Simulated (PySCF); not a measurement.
Gas-phase reaction: 2 SiH4 + 2 C4H6 (butadiene) ⇌ 2 (CH3)2Si + C4H8 (isobutene)

Method: PySCF energies plus ideal-gas RRHO corrections (1 bar). † marks an energy on the PBE0/def2-TZVP geometry and frequencies; other levels use their own. CCSD(T) freezes the core. All species are closed-shell singlets. (CH3)2Si: computed as isolated molecules; such fragments, hydroxides, amides, oligomers or adducts are transient or little studied in the gas. CCSD(T) isn't extrapolated to the basis-set limit.

```json
[
 {"level": "BLYP/def2-TZVP†", "ΔH°(298 K), kJ": "47"},
 {"level": "CCSD(T)/def2-SVP†", "ΔH°(298 K), kJ": "21"},
 {"level": "M06-2X/def2-TZVP†", "ΔH°(298 K), kJ": "___"},
 {"level": "PBE/def2-SVP", "ΔH°(298 K), kJ": "___"},
 {"level": "r2SCAN/def2-TZVP†", "ΔH°(298 K), kJ": "3"}
]
```

Question: Fill in the missing entries.

Answer: 
- M06-2X/def2-TZVP†, ΔH°(298 K), kJ: -37
- PBE/def2-SVP, ΔH°(298 K), kJ: -3
